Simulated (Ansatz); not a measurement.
Born–Oppenheimer molecular dynamics of CO (2 atoms, charge 0, multiplicity 1). It starts from a relaxed structure.

Computed with UKS BLYP-D4/6-31G in Ansatz 0.2.0.

```json
{
  "ensemble": "NVE (velocity Verlet)",
  "time step": "1 fs",
  "steps asked": "400",
  "starting velocities drawn for": "1500 K",
  "seed": "866171"
}
```

Frames 5 fs apart, positions in Å, forces in eV/Å.

Velocities at 0.0 fs (Å/ps):

```
C 6.58 -2.13 3.39
O -4.94 1.60 -2.54
```

```xyz
2
Properties=species:S:1:pos:R:3:forces:R:3 time_fs=0.0 energy_less_start_eV=0.000 T=1500
C 0.500 -0.162 0.258 -0.01 0.00 -0.01
O -0.500 0.162 -0.258 0.01 0.00 0.01
2
Properties=species:S:1:pos:R:3:forces:R:3 time_fs=5.0 energy_less_start_eV=0.065 T=48
C 0.518 -0.168 0.267 -2.77 0.89 -1.43
O -0.514 0.166 -0.265 2.77 -0.89 1.43
2
Properties=species:S:1:pos:R:3:forces:R:3 time_fs=10.0 energy_less_start_eV=0.010 T=1272
C 0.493 -0.159 0.254 1.23 -0.40 0.64
O -0.495 0.160 -0.255 -1.23 0.40 -0.64
2
Properties=species:S:1:pos:R:3:forces:R:3 time_fs=15.0 energy_less_start_eV=0.031 T=805
C 0.488 -0.158 0.251 2.22 -0.72 1.14
O -0.491 0.159 -0.253 -2.22 0.72 -1.14
2
Properties=species:S:1:pos:R:3:forces:R:3 time_fs=20.0 energy_less_start_eV=0.052 T=328
C 0.516 -0.167 0.266 -2.51 0.81 -1.29
O -0.512 0.166 -0.264 2.51 -0.81 1.29
2
Properties=species:S:1:pos:R:3:forces:R:3 time_fs=25.0 energy_less_start_eV=0.007 T=1343
C 0.506 -0.163 0.261 -0.98 0.32 -0.50
O -0.504 0.163 -0.260 0.98 -0.32 0.50
2
Properties=species:S:1:pos:R:3:forces:R:3 time_fs=30.0 energy_less_start_eV=0.067 T=2
C 0.482 -0.156 0.248 3.36 -1.08 1.73
O -0.487 0.157 -0.251 -3.36 1.08 -1.73
2
Properties=species:S:1:pos:R:3:forces:R:3 time_fs=35.0 energy_less_start_eV=0.010 T=1274
C 0.507 -0.164 0.261 -1.16 0.38 -0.60
O -0.505 0.163 -0.260 1.16 -0.38 0.60
2
Properties=species:S:1:pos:R:3:forces:R:3 time_fs=40.0 energy_less_start_eV=0.048 T=414
C 0.516 -0.167 0.266 -2.43 0.78 -1.25
O -0.512 0.165 -0.264 2.43 -0.78 1.25
2
Properties=species:S:1:pos:R:3:forces:R:3 time_fs=45.0 energy_less_start_eV=0.036 T=690
C 0.487 -0.157 0.251 2.41 -0.78 1.24
O -0.490 0.158 -0.253 -2.41 0.78 -1.24
2
Properties=species:S:1:pos:R:3:forces:R:3 time_fs=50.0 energy_less_start_eV=0.007 T=1346
C 0.494 -0.160 0.255 1.01 -0.32 0.52
O -0.496 0.160 -0.255 -1.01 0.32 -0.52
2
Properties=species:S:1:pos:R:3:forces:R:3 time_fs=55.0 energy_less_start_eV=0.066 T=19
C 0.519 -0.168 0.267 -2.79 0.90 -1.44
O -0.514 0.166 -0.265 2.79 -0.90 1.44
```

Of the whole run (400 fs, mean temperature of the second half 753 K): The conserved energy stayed within 1.2 meV per atom of its start (net change 0.11 meV per atom), so the integration is sound. The temperature averaged 0.50 of the 1500 K drawn at the start: a run that starts near a minimum puts about half its kinetic energy into the potential. A run of 0.4 ps of so small a system gives no equilibrium averages. Limits of this set-up: no polarisation functions.

Time of the run: 110 s on 1 CPU thread of a shared host.
